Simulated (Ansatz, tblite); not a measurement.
# Cyclo-(H2SiNH)2 (Si2N2H6): rung by rung

Aim: run the singlet of cyclo-(H2SiNH)2 (Si2N2H6) at one geometry on many levels, and compare frontier levels, spin and run time.

Computed with Ansatz 0.2.0, Gaussian basis. Level: as each input shows.

Plan: GFN1-xTB, GFN2-xTB, PBE-D4/def2-TZVP, r2SCAN-D4/def2-TZVP, HSE06-D4/def2-TZVP, B97M-V/def2-TZVP, r2SCANh-D4/def2-TZVP, ωB97M-V/def2-TZVP, HF/def2-TZVP, PBE-QIDH/def2-TZVP, CAM-B3LYP-D4/def2-TZVP, PBE-D4/def2-SVP, PBE0-D4/def2-SVP, HF/STO-3G, CCSD(T)/def2-TZVPP, MP2/def2-TZVP, RPA/def2-TZVP.

### 1 The relaxed structure

The singlet was relaxed beforehand with PBE-D4/def2-SVP.

10 atoms, charge 0, spin multiplicity 1.

Bond lengths: Si1–H2 1.510 Å, Si1–H3 1.510 Å, Si1–N4 1.763 Å, Si1–N8 1.763 Å, N4–Si5 1.763 Å, N4–H9 1.019 Å, Si5–H6 1.510 Å, Si5–H7 1.510 Å, Si5–N8 1.763 Å, N8–H10 1.019 Å. Angles: H2–Si1–H3 106.9°, H2–Si1–N4 116.6°, H2–Si1–N8 114.5°, H3–Si1–N4 114.5°, H3–Si1–N8 116.6°, N4–Si1–N8 87.1°, Si1–N4–Si5 92.9°, Si1–N4–H9 129.9°, Si5–N4–H9 129.9°, N4–Si5–H6 116.6° and more.

Coordinates:

```
atom    x (Å)    y (Å)    z (Å)
 Si1   0.9111   0.8917  -0.0880
  H2   0.7604   2.2764  -0.6710
  H3   2.3437   0.7618   0.3711
  N4  -0.2876   0.4033   1.1092
 Si5  -0.9109  -0.8918   0.0881
  H6  -2.3436  -0.7619  -0.3710
  H7  -0.7604  -2.2765   0.6711
  N8   0.2876  -0.4033  -1.1092
  H9  -0.2652   0.4807   2.1250
 H10   0.2650  -0.4805  -2.1251
```

PBE0-D4/def2-TZVP was run before; its log isn't repeated, and its numbers join the tables.

### 2 GFN1-xTB

Tight binding, by tblite at 300 K electronic temperature and without a spin-polarisation term:

```python
tblite.interface.Calculator('GFN1-xTB', numbers, positions, charge=0, uhf=0).singlepoint()
```

Energy -365.9186 eV, HOMO -10.78 eV, LUMO -5.13 eV; 0.005 s.

### 3 GFN2-xTB

Tight binding, by tblite at 300 K electronic temperature and without a spin-polarisation term:

```python
tblite.interface.Calculator('GFN2-xTB', numbers, positions, charge=0, uhf=0).singlepoint()
```

Energy -337.7971 eV, HOMO -9.95 eV, LUMO -5.64 eV; 0.003 s.

### 4 PBE-D4/def2-TZVP

start.molden holds the orbitals of an earlier run on this state, given as this run's starting guess.

The input, in.yaml:

```yaml
crystal:
  periodic: [false, false, false]
  atoms:
    - {symbol: Si, position_ang: [0.911059, 0.891651, -0.088031]}
    - {symbol: H, position_ang: [0.760421, 2.276362, -0.671049]}
    - {symbol: H, position_ang: [2.343665, 0.761806, 0.371111]}
    - {symbol: N, position_ang: [-0.287601, 0.403348, 1.109155]}
    - {symbol: Si, position_ang: [-0.910940, -0.891751, 0.088058]}
    - {symbol: H, position_ang: [-2.343553, -0.761853, -0.371042]}
    - {symbol: H, position_ang: [-0.760363, -2.276465, 0.671091]}
    - {symbol: N, position_ang: [0.287568, -0.403302, -1.109207]}
    - {symbol: H, position_ang: [-0.265199, 0.480738, 2.125000]}
    - {symbol: H, position_ang: [0.264952, -0.480534, -2.125085]}
basis:
  gaussian: {orbitals: def2-TZVP, initial_orbitals: start.molden}
hamiltonian: {xc: pbe, dispersion: d4}
scf: {omitted_lower_state_checks: [starts]}
output: {orbitals: {seedname: orbitals}}
```

Started as:

```
$ ansatz run in.yaml --threads 2 --pin off --events-out ev --progress --plain --max-ram 4352MiB
```

After this run come: r2SCAN-D4/def2-TZVP; HSE06-D4/def2-TZVP; B97M-V/def2-TZVP; r2SCANh-D4/def2-TZVP; ωB97M-V/def2-TZVP; HF/def2-TZVP; PBE-QIDH/def2-TZVP; CAM-B3LYP-D4/def2-TZVP; PBE-D4/def2-SVP; PBE0-D4/def2-SVP; HF/STO-3G; CCSD(T)/def2-TZVPP; MP2/def2-TZVP; RPA/def2-TZVP.

**Question.** What will the summary of the whole plan be? Wanted: gap in def2-TZVP, named functionals and Hartree-Fock, smallest and largest; correlation energy, CCSD(T)/def2-TZVPP; correlation energy, MP2/def2-TZVP; binding an atom, CCSD(T)/def2-TZVPP; PBE0 total energy, smallest basis above largest.

As calculated:

| quantity | value |
| --- | --- |
| gap in def2-TZVP, named functionals and Hartree-Fock, smallest and largest | 4.74 eV (PBE-D4), 13.10 eV (HF) |
| correlation energy, CCSD(T)/def2-TZVPP | -19.75 eV |
| correlation energy, MP2/def2-TZVP | -17.41 eV |
| binding an atom, CCSD(T)/def2-TZVPP | 3.426 eV |
| PBE0 total energy, smallest basis above largest | 9.37 eV (def2-SVP, def2-TZVP) |

**Reading.** Orbital gaps of the named functionals and Hartree-Fock in def2-TZVP span 4.74 eV (PBE-D4) to 13.10 eV (HF); exact exchange widens it. A small miss in a minimal or small basis is a cancelling of errors, not accuracy. The functionals in def2-TZVP miss CCSD(T)/def2-TZVPP by +0.065 (r2SCANh-D4) to +0.131 eV (CAM-B3LYP-D4) an atom. CCSD(T)/def2-TZVPP isn't at the basis-set limit; small misses against it rank nothing.
